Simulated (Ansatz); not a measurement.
# SiH₂S: one molecule under many settings

Aim: run SiH₂S under a spread of inputs, and see what each costs and gives.

Method: the settings change from run to run; program: Ansatz 0.2.0, Gaussian basis.

### Step 1. The geometry

The structure was relaxed beforehand with PBE0-D4 in a triple-zeta def2 set.

4 atoms, charge 0, spin multiplicity 1.

Atoms are counted from 1 here; the program's logs count them from 0.

Bond lengths: Si1–S2 2.115 Å, Si1–H3 1.525 Å, S2–H4 1.346 Å. Angles: S2–Si1–H3 89.3°, Si1–S2–H4 97.5°.

### Step 2. PBE/cc-pVDZ

Set apart from the defaults: a grid of angular degree 47, high accuracy.

File in.yaml:

```yaml
crystal:
  periodic: [false, false, false]
  atoms:
    - {symbol: Si, position_ang: [-0.262757, -1.074443, 0.161085]}
    - {symbol: S, position_ang: [0.190500, 0.958847, -0.206590]}
    - {symbol: H, position_ang: [1.017471, -1.190823, 0.981388]}
    - {symbol: H, position_ang: [-0.889714, 1.246019, -0.956184]}
basis:
  gaussian: {orbitals: cc-pVDZ, final_grid: {core_spheres: 20, valence_spheres: 16, degree: 47}}
hamiltonian: {xc: {name: PBE}}
accuracy: high
output: {forces: true}
```

Launch:

```sh
ansatz run in.yaml --threads 2 --pin off --events-out ev --progress --plain --max-ram 32768MiB --backend cpu
```

The log of the run:

```text
Functional definition: PBE
  name "PBE"
  cite "Perdew, Burke & Ernzerhof, Phys. Rev. Lett. 77, 3865 (1996) doi:10.1103/PhysRevLett.77.3865"
  parent pbe
  parameter kappa = 0.804
  parameter beta = 0.06672455060314922
  exchange = pbe_x(kappa = kappa, mu = beta*pi^2/3)
  correlation = pbe_c(beta = beta)
998 factors; integrals over basis functions are off by at most 3.7e-9 eV
mean field evaluation 1: about -18735.4343 eV, gradient 1.4e1 eV
mean field evaluation 2: about -18734.7657 eV, gradient 2.0e1 eV
mean field evaluation 4: about -18736.1907 eV, gradient 1.3e0 eV
mean field evaluation 8: about -18736.1918 eV, gradient 2.9e-2 eV
mean field evaluation 16: about -18736.1918 eV, gradient 3.2e-6 eV
mean field -18736.19181428 eV, -688.5423493277 hartree, gradient 7.0e-8 eV, S^2 0.000000; 0 other end points of the search recorded, 0 dependent functions left out
the calculation of the forces begins
reference -18736.19181668 eV, -688.5423494161 hartree; 16, 16 occupied and 30, 30 virtual orbitals, 998 factors
Total energy: -18736.19181668 eV, -688.5423494161 hartree
Atom 0 at    -0.262757    -1.074443     0.161085 Å, force    -0.516500    -0.670726    -0.101597 eV/Å
Atom 1 at     0.190500     0.958847    -0.206590 Å, force     0.682434     0.540371     0.247304 eV/Å
Atom 2 at     1.017471    -1.190823     0.981388 Å, force     0.362253    -0.022761     0.226997 eV/Å
Atom 3 at    -0.889714     1.246019    -0.956184 Å, force    -0.528187     0.153116    -0.372704 eV/Å
Dipole moment:    -0.110481     0.068275    -0.089065 e Å
```

Wall time 1.9 s (2 threads, shared host).

Largest force 0.905 eV/Å, dipole 0.76 D.

### Step 3. B3LYP/6-31G

Options: charge -1, multiplicity 2, D4 dispersion.

Changes to in.yaml since step 2:

```diff
@@ -8,5 +8,6 @@
 basis:
-  gaussian: {orbitals: cc-pVDZ, final_grid: {core_spheres: 20, valence_spheres: 16, degree: 47}}
-hamiltonian: {xc: {name: PBE}}
-accuracy: high
+  gaussian: {orbitals: 6-31G}
+total_charge: -1
+magnetization: {spin_polarized: true, initial_magnetization: 1}
+hamiltonian: {xc: {name: B3LYP}, dispersion: d4}
 output: {forces: true}
```

Same command.

The log of the run (excerpt; [...] marks lines left out):

```text
Functional definition: B3LYP
  name "B3LYP"
  cite "Stephens, Devlin, Chabalowski & Frisch, J. Phys. Chem. 98, 11623 (1994) doi:10.1021/j100096a001"
  cite "Becke, Phys. Rev. A 38, 3098 (1988) doi:10.1103/PhysRevA.38.3098"
  cite "Lee, Yang & Parr, Phys. Rev. B 37, 785 (1988) doi:10.1103/PhysRevB.37.785"
  cite "Vosko, Wilk & Nusair, Can. J. Phys. 58, 1200 (1980) doi:10.1139/p80-159"
[...]
344 factors; integrals over basis functions are off by at most 2.7e-4 eV
[...]
mean field -18743.99788491 eV, -688.8292171324 hartree, gradient 1.4e-5 eV, S^2 0.752028; 0 other end points of the search recorded, 0 dependent functions left out
[...]
reference -18743.99807803 eV, -688.8292242295 hartree; 17, 16 occupied and 13, 14 virtual orbitals, 344 factors
Total energy: -18744.15770627 eV, -688.8350904590 hartree
Atom 0 at    -0.262757    -1.074443     0.161085 Å, force    -1.301345    -3.836686     0.421054 eV/Å
Atom 1 at     0.190500     0.958847    -0.206590 Å, force     1.316486     3.598050    -0.336415 eV/Å
Atom 2 at     1.017471    -1.190823     0.981388 Å, force     0.640487    -0.209905     0.457892 eV/Å
Atom 3 at    -0.889714     1.246019    -0.956184 Å, force    -0.655629     0.448542    -0.542531 eV/Å
Dipole moment:    -0.001158     0.577039    -0.183377 e Å
```

It took 1.1 s on 2 threads, shared host.

Largest force 4.073 eV/Å, ⟨S²⟩ 0.752.

### Step 4. PBE/def2-SVPD

Changes to in.yaml since step 3:

```diff
@@ -8,6 +8,3 @@
 basis:
-  gaussian: {orbitals: 6-31G}
-total_charge: -1
-magnetization: {spin_polarized: true, initial_magnetization: 1}
-hamiltonian: {xc: {name: B3LYP}, dispersion: d4}
-output: {forces: true}
+  gaussian: {orbitals: def2-SVPD}
+hamiltonian: {xc: {name: PBE}}
```

Launched as before.

The log of the run:

```text
Functional definition: PBE
  name "PBE"
  cite "Perdew, Burke & Ernzerhof, Phys. Rev. Lett. 77, 3865 (1996) doi:10.1103/PhysRevLett.77.3865"
  parent pbe
  parameter kappa = 0.804
  parameter beta = 0.06672455060314922
  exchange = pbe_x(kappa = kappa, mu = beta*pi^2/3)
  correlation = pbe_c(beta = beta)
626 factors; their error is unknown
mean field evaluation 1: about -18729.4891 eV, gradient 1.6e1 eV
mean field evaluation 2: about -18727.3495 eV, gradient 3.0e1 eV
mean field evaluation 4: about -18730.4613 eV, gradient 1.6e0 eV
mean field evaluation 8: about -18730.4714 eV, gradient 2.4e-2 eV
mean field -18730.46146255 eV, -688.3317627859 hartree, gradient 6.3e-5 eV, S^2 0.000000; 0 other end points of the search recorded, 0 dependent functions left out
reference -18730.46150603 eV, -688.3317643839 hartree; 16, 16 occupied and 51, 51 virtual orbitals, 626 factors
Total energy: -18730.46150603 eV, -688.3317643839 hartree
```

It took 0.71 s on 2 threads, shared host.

### Step 5. B3LYP5/cc-pVTZ-DK

Options: charge -1, multiplicity 2, restricted open-shell orbitals, density fitting with def2-universal-jkfit, high accuracy.

Changes to in.yaml since step 4:

```diff
@@ -8,3 +8,6 @@
 basis:
-  gaussian: {orbitals: def2-SVPD}
-hamiltonian: {xc: {name: PBE}}
+  gaussian: {orbitals: cc-pVTZ-DK, fitting: {mean_field: def2-universal-jkfit}}
+total_charge: -1
+magnetization: {spin_polarized: false, initial_magnetization: 1}
+hamiltonian: {xc: {name: B3LYP5}}
+accuracy: high
```

The command is unchanged.

The log of the run (excerpt; [...] marks lines left out):

```text
Functional definition: B3LYP5
  name "B3LYP5"
  cite "Stephens, Devlin, Chabalowski & Frisch, J. Phys. Chem. 98, 11623 (1994) doi:10.1021/j100096a001"
  cite "Becke, Phys. Rev. A 38, 3098 (1988) doi:10.1103/PhysRevA.38.3098"
  cite "Lee, Yang & Parr, Phys. Rev. B 37, 785 (1988) doi:10.1103/PhysRevB.37.785"
  cite "Vosko, Wilk & Nusair, Can. J. Phys. 58, 1200 (1980) doi:10.1139/p80-159"
[...]
292 factors; integrals over basis functions are off by at most 1.2e0 eV
[...]
mean field -18790.13332497 eV, -690.5246632830 hartree, gradient 2.9e-8 eV, S^2 0.750000; 0 other end points of the search recorded, 0 dependent functions left out
reference -18790.13335660 eV, -690.5246644451 hartree; 17, 16 occupied and 79, 80 virtual orbitals, 292 factors
Total energy: -18790.13335660 eV, -690.5246644451 hartree
Relativity: scalar
```

Run time: 3.1 s. Hardware: 2 threads, shared host.

### Step 6. r2SCAN/STO-3G

Options: D3(BJ) with three-body dispersion.

File in.yaml:

```yaml
crystal:
  periodic: [false, false, false]
  atoms:
    - {symbol: Si, position_ang: [-0.262757, -1.074443, 0.161085]}
    - {symbol: S, position_ang: [0.190500, 0.958847, -0.206590]}
    - {symbol: H, position_ang: [1.017471, -1.190823, 0.981388]}
    - {symbol: H, position_ang: [-0.889714, 1.246019, -0.956184]}
basis:
  gaussian: {orbitals: STO-3G}
hamiltonian: {xc: {name: r2SCAN}, dispersion: d3bjatm}
output: {forces: true}
```

Same command.

The log of the run (excerpt; [...] marks lines left out):

```text
Functional definition: r2SCAN
  name "r2SCAN"
  cite "Furness, Kaplan, Ning, Perdew & Sun, J. Phys. Chem. Lett. 11, 8208 (2020) doi:10.1021/acs.jpclett.0c02405"
  cite "Furness, Kaplan, Ning, Perdew & Sun, J. Phys. Chem. Lett. 11, 9248 (2020) doi:10.1021/acs.jpclett.0c03077"
  parent r2scan
[...]
216 factors; integrals over basis functions are off by at most 1.7e-5 eV
[...]
mean field -18531.63636001 eV, -681.0250750360 hartree, gradient 8.4e-6 eV, S^2 0.000000; 0 other end points of the search recorded, 0 dependent functions left out
[...]
reference -18531.63636447 eV, -681.0250751999 hartree; 16, 16 occupied and 4, 4 virtual orbitals, 216 factors
Total energy: -18531.65565734 eV, -681.0257842000 hartree
Atom 0 at    -0.262757    -1.074443     0.161085 Å, force     0.509065     0.205185     0.248397 eV/Å
Atom 1 at     0.190500     0.958847    -0.206590 Å, force     0.415115    -0.325035     0.358753 eV/Å
Atom 2 at     1.017471    -1.190823     0.981388 Å, force    -0.489138     0.059743    -0.320407 eV/Å
Atom 3 at    -0.889714     1.246019    -0.956184 Å, force    -0.435041     0.060107    -0.286744 eV/Å
Dipole moment:    -0.153638     0.026311    -0.102230 e Å
```

It took 1.1 s on 2 threads, shared host.

Largest force 0.638 eV/Å, dipole 0.90 D.

### Step 7. SVWN5/cc-pVTZ-DK

Options: a grid of angular degree 23.

Changes to in.yaml since step 6:

```diff
@@ -8,4 +8,4 @@
 basis:
-  gaussian: {orbitals: STO-3G}
-hamiltonian: {xc: {name: r2SCAN}, dispersion: d3bjatm}
+  gaussian: {orbitals: cc-pVTZ-DK, final_grid: {core_spheres: 8, valence_spheres: 7, degree: 23}}
+hamiltonian: {xc: {name: SVWN5}}
 output: {forces: true}
```

The command is unchanged.

The log of the run (excerpt; [...] marks lines left out):

```text
Functional definition: SVWN5
  name "SVWN5"
  cite "Dirac, Proc. Camb. Phil. Soc. 26, 376 (1930) doi:10.1017/S0305004100016108"
  cite "Slater, Phys. Rev. 81, 385 (1951) doi:10.1103/PhysRev.81.385"
  cite "Vosko, Wilk & Nusair, Can. J. Phys. 58, 1200 (1980) doi:10.1139/p80-159"
[...]
659 factors; their error is unknown
[...]
mean field -18722.30897797 eV, -688.0321645035 hartree, gradient 2.0e-5 eV, S^2 0.000000; 0 other end points of the search recorded, 0 dependent functions left out
[...]
reference -18722.30900633 eV, -688.0321655459 hartree; 16, 16 occupied and 80, 80 virtual orbitals, 659 factors
Total energy: -18722.30900633 eV, -688.0321655459 hartree
Relativity: scalar
Atom 0 at    -0.262757    -1.074443     0.161085 Å, force    -0.276224    -0.080148    -0.141938 eV/Å
Atom 1 at     0.190500     0.958847    -0.206590 Å, force     0.393533    -0.044441     0.256403 eV/Å
Atom 2 at     1.017471    -1.190823     0.981388 Å, force     0.210872     0.058908     0.108522 eV/Å
Atom 3 at    -0.889714     1.246019    -0.956184 Å, force    -0.328181     0.065680    -0.222987 eV/Å
Dipole moment:    -0.111446     0.041037    -0.081024 e Å
```

It took 0.96 s on 2 threads, shared host.

Largest force 0.472 eV/Å, dipole 0.69 D.

### Step 8. RPA/def2-mTZVPP

Options: atoms shaken by 0.15 Å, a point charge of 0.50 e beside it, correlated electrons set to outside_noble_gas.

File in.yaml:

```yaml
crystal:
  periodic: [false, false, false]
  atoms:
    - {symbol: Si, position_ang: [-0.011984, -0.987991, 0.254542]}
    - {symbol: S, position_ang: [-0.054050, 0.860779, -0.349247]}
    - {symbol: H, position_ang: [0.836341, -1.113918, 0.812192]}
    - {symbol: H, position_ang: [-0.761788, 1.464543, -1.096590]}
basis:
  gaussian: {orbitals: def2-mTZVPP, point_charges: [{charge: 0.50, position_ang: [5.468, 0.386, 0.526]}]}
hamiltonian: {xc: {name: HF}}
correlation: {method: rpa, electrons: outside_noble_gas}
```

The command is unchanged.

The log of the run:

```text
Functional definition: HF
  name "HF"
  cite "Fock, Z. Phys. 61, 126 (1930) doi:10.1007/BF01340294"
  parent pbe
  exchange = exact_x
  correlation = 0
589 factors; integrals over basis functions are off by at most 6.4e-4 eV
mean field evaluation 1: about -18704.2716 eV, gradient 1.3e1 eV
mean field evaluation 2: about -18704.2723 eV, gradient 1.3e1 eV
mean field evaluation 4: about -18705.0003 eV, gradient 1.2e0 eV
mean field evaluation 8: about -18705.0110 eV, gradient 2.8e-3 eV
mean field -18705.01104390 eV, -687.3964771514 hartree, gradient 3.5e-6 eV, S^2 0.000000; 0 other end points of the search recorded, 0 dependent functions left out; unrestricted orbitals would lower it
10 core orbitals not correlated: weight in the atoms' cores, before any rotation towards them, 1.000 or more for the frozen orbitals, at most 0.000 for the correlated occupied ones
reference -18705.01104390 eV, -687.3964771514 hartree; 6, 6 occupied and 48, 48 virtual orbitals, 589 factors
Total energy: -18713.00476242 eV, -687.6902408889 hartree
```

Run time: 0.81 s. Hardware: 2 threads, shared host.

### Step 9. B3LYP/def2-mTZVPP

Options: charge -1, multiplicity 2.

File in.yaml:

```yaml
crystal:
  periodic: [false, false, false]
  atoms:
    - {symbol: Si, position_ang: [-0.262757, -1.074443, 0.161085]}
    - {symbol: S, position_ang: [0.190500, 0.958847, -0.206590]}
    - {symbol: H, position_ang: [1.017471, -1.190823, 0.981388]}
    - {symbol: H, position_ang: [-0.889714, 1.246019, -0.956184]}
basis:
  gaussian: {orbitals: def2-mTZVPP}
total_charge: -1
magnetization: {spin_polarized: true, initial_magnetization: 1}
hamiltonian: {xc: {name: B3LYP}}
```

The command is unchanged.

The log of the run (excerpt; [...] marks lines left out):

```text
Functional definition: B3LYP
  name "B3LYP"
  cite "Stephens, Devlin, Chabalowski & Frisch, J. Phys. Chem. 98, 11623 (1994) doi:10.1021/j100096a001"
  cite "Becke, Phys. Rev. A 38, 3098 (1988) doi:10.1103/PhysRevA.38.3098"
  cite "Lee, Yang & Parr, Phys. Rev. B 37, 785 (1988) doi:10.1103/PhysRevB.37.785"
  cite "Vosko, Wilk & Nusair, Can. J. Phys. 58, 1200 (1980) doi:10.1139/p80-159"
[...]
589 factors; integrals over basis functions are off by at most 7.1e-4 eV
[...]
mean field -18746.87702639 eV, -688.9350236302 hartree, gradient 4.1e-5 eV, S^2 0.754749; 0 other end points of the search recorded, 0 dependent functions left out
reference -18746.87722275 eV, -688.9350308463 hartree; 17, 16 occupied and 47, 48 virtual orbitals, 589 factors
Total energy: -18746.87722275 eV, -688.9350308463 hartree
```

It took 1.9 s on 2 threads, shared host.

⟨S²⟩ 0.755.

### Step 10. LC-wPBE/def2-TZVPP

Options: charge -1, multiplicity 2, finite nuclei.

Changes to in.yaml since step 9:

```diff
@@ -8,5 +8,6 @@
 basis:
-  gaussian: {orbitals: def2-mTZVPP}
+  gaussian: {orbitals: def2-TZVPP, nuclear_model: gaussian}
 total_charge: -1
 magnetization: {spin_polarized: true, initial_magnetization: 1}
-hamiltonian: {xc: {name: B3LYP}}
+hamiltonian: {xc: {name: LC-wPBE}}
+output: {forces: true}
```

The command is unchanged.

The log of the run (excerpt; [...] marks lines left out):

```text
Functional definition: LC-wPBE
  name "LC-wPBE"
  cite "Vydrov & Scuseria, J. Chem. Phys. 125, 234109 (2006) doi:10.1063/1.2409292"
  cite "Heyd & Scuseria, J. Chem. Phys. 120, 7274 (2004) doi:10.1063/1.1668634"
  cite "Ernzerhof & Perdew, J. Chem. Phys. 109, 3313 (1998) doi:10.1063/1.476928"
  cite "Perdew, Burke & Ernzerhof, Phys. Rev. Lett. 77, 3865 (1996) doi:10.1103/PhysRevLett.77.3865"
  parent pbe
[...]
690 factors; their error is unknown
212 factors; integrals over basis functions are off by at most 3.1e-5 eV
[...]
mean field -18740.38911879 eV, -688.6965974235 hartree, gradient 5.3e-5 eV, S^2 0.762900; 0 other end points of the search recorded, 0 dependent functions left out
[...]
reference -18740.38911879 eV, -688.6965974237 hartree; 17, 16 occupied and 95, 96 virtual orbitals, 690 factors
Total energy: -18740.38911879 eV, -688.6965974237 hartree
Atom 0 at    -0.262757    -1.074443     0.161085 Å, force    -0.460775    -1.685180     0.253004 eV/Å
Atom 1 at     0.190500     0.958847    -0.206590 Å, force     0.101935     1.754998    -0.493219 eV/Å
Atom 2 at     1.017471    -1.190823     0.981388 Å, force     0.144036    -0.078804     0.112648 eV/Å
Atom 3 at    -0.889714     1.246019    -0.956184 Å, force     0.214804     0.008986     0.127567 eV/Å
Dipole moment:     0.021618     0.635620    -0.188113 e Å
```

Wall time 2.7 s (2 threads, shared host).

Largest force 1.826 eV/Å, ⟨S²⟩ 0.763.

### Step 11. The runs in one table

```csv
level,charge,multiplicity,geometry,functions,energy (eV),time
PBE/cc-pVDZ,0,1,relaxed,46,-18736.192,1.9 s
B3LYP/6-31G,-1,2,relaxed,30,-18744.158,1.1 s
PBE/def2-SVPD,0,1,relaxed,67,-18730.462,0.71 s
B3LYP5/cc-pVTZ-DK,-1,2,relaxed,96,-18790.133,3.1 s
r2SCAN/STO-3G,0,1,relaxed,20,-18531.656,1.1 s
SVWN5/cc-pVTZ-DK,0,1,relaxed,96,-18722.309,0.96 s
RPA/def2-mTZVPP,0,1,"shaken, point charge",64,-18713.005,0.81 s
B3LYP/def2-mTZVPP,-1,2,relaxed,64,-18746.877,1.9 s
LC-wPBE/def2-TZVPP,-1,2,relaxed,112,-18740.389,2.7 s
```

### Step 12. What came out

| quantity | value |
| --- | --- |
| runs | 9 |
| quickest | PBE/def2-SVPD, 0.71 s |
| slowest | B3LYP5/cc-pVTZ-DK, 3.1 s |
| spread of total energies, same state and geometry | 204.5 eV |
| dipole, same state and geometry | 0.69 to 0.90 D |

In words: Run time spans a factor of 4, from PBE/def2-SVPD to B3LYP5/cc-pVTZ-DK. The jobs differ in tasks and options as well as level. Total energies at one charge and spin differ by 205 eV between levels, so only differences within one level mean anything. Some of these runs are scalar-relativistic and others not, which shifts the totals of all-electron atoms past neon by eV; core potentials, where a basis has them, take the core out of the total altogether. At the PBE0-D4/def2-TZVP geometry and in the same state, runs without warnings or point charges leave forces up to 0.90 eV/Å (PBE/cc-pVDZ). At that geometry and state the dipole changes by 30 % between the lowest and highest value.
